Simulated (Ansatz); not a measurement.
## AlClH, SMILES [AlH][Cl]: a ladder of basis sets, step by step

With Ansatz's Python interface.

The cells in order, each with its output:

In [1]:
```python
import ansatz as az
```

In [2]:
```python
geometry_ang = [
    ("Al", [-0.1866, -0.6402, -0.18]),
    ("Cl", [1.556, 0.1363, 0.8691]),
    ("H", [-1.3803, 0.439, -0.7024]),
]
molecule = az.Crystal.molecule()
for symbol, xyz in geometry_ang:
    molecule = molecule.atom(symbol, xyz)
```

In [3]:
```python
model = molecule.calculation()
model = model.correlation("mp2")
model = model.spin("collinear", total=1)

energies = {}
for basis in ["cc-pVDZ", "cc-pVTZ", "cc-pVQZ"]:
    rep = model.basis(gaussian=basis).run().report
    size = rep["n_frozen"] + rep["n_occupied"][0] + rep["n_virtual"][0]
    energies[basis] = (rep["reference_energy_ev"] / 27.211386246, rep["free_energy_ev"] / 27.211386246)
    print(f"{basis:14s} {size:4d} orbitals  reference {energies[basis][0]:14.6f} Ha  total {energies[basis][1]:14.6f} Ha")
```
```text
cc-pVDZ          41 orbitals  reference    -702.034679 Ha  total    -702.214726 Ha
cc-pVTZ          82 orbitals  reference    -702.062475 Ha  total    -702.306979 Ha
cc-pVQZ         148 orbitals  reference    -702.069051 Ha  total    -702.337678 Ha
```

In [4]:
```python
# correlation energy at the basis limit from E(X) = E + A / X^3
small, large = (energies[b][1] - energies[b][0] for b in ("cc-pVTZ", "cc-pVQZ"))
limit = (4 ** 3 * large - 3 ** 3 * small) / (4 ** 3 - 3 ** 3)
print(f"correlation energy: {small:.6f} and {large:.6f} Ha, extrapolated {limit:.6f} Ha")
print(f"share caught by the larger set: {100 * large / limit:.1f} %")
```
```text
correlation energy: -0.244504 and -0.268627 Ha, extrapolated -0.286230 Ha
share caught by the larger set: 93.8 %
```

Against cc-pVDZ: cc-pVTZ -92.3 mHa and cc-pVQZ -123.0 mHa. The last step alone is -30.70 mHa.

Reading the output:
- The drop along the ladder measures the basis error, and is no property of the molecule.
- The geometry is a force-field or estimated start, not a minimum of this method, and the last set is no limit. Much of the fall in a total is atomic energy, which cancels in bond and reaction energies.
- The run takes the species as open-shell (spin multiplicity 2), which needn't be its ground state.
- Inner cores stay frozen, so this is valence correlation.
- For Al to Cl the sets with a tight d function, cc-pV(X+d)Z, are usual.
- An extrapolation from small basis sets is rough.
- Wall time of the script: 4 s on 1 thread of Arm Neoverse V2, with other jobs on the host, peak memory 0.33 GiB.
